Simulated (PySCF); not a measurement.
`[PH3]=S` (H3PS): removing and adding an electron

Molecule: `[PH3]=S` (H3PS). Optimised structure (Å), atoms numbered from 1:
```
P     0.0138    0.0001   -0.0073
S     1.9392   -0.2191   -0.1855
H    -0.5474   -0.0753    1.2985
H    -0.5601    1.2251   -0.4498
H    -0.8269   -0.9242   -0.6888
```

Level of theory: B3LYP-D3(BJ)/ma-def2-TZVP single points in PySCF, grid level 2; every species was optimised with PBE0-D3(BJ)/ma-def2-SVP. The prefix ma- adds one diffuse s and one diffuse p function on all atoms but H. Zero-point and thermal terms (298.15 K, 1 bar) come from unscaled PBE0-D3(BJ)/ma-def2-SVP harmonic frequencies, with soft modes damped to free rotors in the entropy.

Frontier levels of the parent: HOMO -6.75 eV, LUMO -0.94 eV.

Oxidation to the radical cation:
```
Vertical ionisation energy (electronic)              : 9.30 eV
Adiabatic ionisation energy (with zero-point energy) : 9.04 eV
Adiabatic, electronic part                           : 9.07 eV
Vertical gap at the product's structure              : 8.80 eV
Inner reorganisation energy (four-point)             : 498 meV
Relaxation of product / of parent                    : 227 / 272 meV
⟨S²⟩ of the product                                  : 0.754
Largest spin populations                             : S2 0.97
Largest changes of atomic charge                     : S2 0.66, H (on P1) 0.14, H (on P1) 0.11, H (on P1) 0.11
Distances that move most (Å)                         : P1–S2 1.946 → 2.052; P1–H 1.423 → 1.414; P1–H 1.423 → 1.414; P1–H 1.423 → 1.416
```

Reduction to the radical anion:
| Item | Value |
| --- | --- |
| Vertical electron affinity (electronic) | -0.42 eV |
| Adiabatic electron affinity (with zero-point energy) | -0.05 eV |
| Adiabatic, electronic part | -0.18 eV |
| Vertical gap at the product's structure | 1.57 eV |
| ⟨S²⟩ of the product | 0.757 |
| Largest spin populations | S2 0.46, P1 0.32, H (on P1) 0.25 |
| Largest changes of atomic charge | P1 -0.41, S2 -0.37, H (on P1) -0.18 |
| Distances that move most (Å) | P1–S2 1.946 → 2.188; P1–H 1.423 → 1.580; P1–H 1.423 → 1.428 |

Known limits: the gas-phase radical anion comes out unbound at this level, so its gas-phase values hang on the basis; a negative vertical affinity means that the electron isn't bound at that structure, so the value and what is derived from it hang on the basis.

Run with `OMP_NUM_THREADS=1 python redox_run.py task.json out` on 1 thread of INTEL XEON PLATINUM 8581C @ 2.30GHz, a shared host. Structures, frequencies and single points: 95 s of wall time.
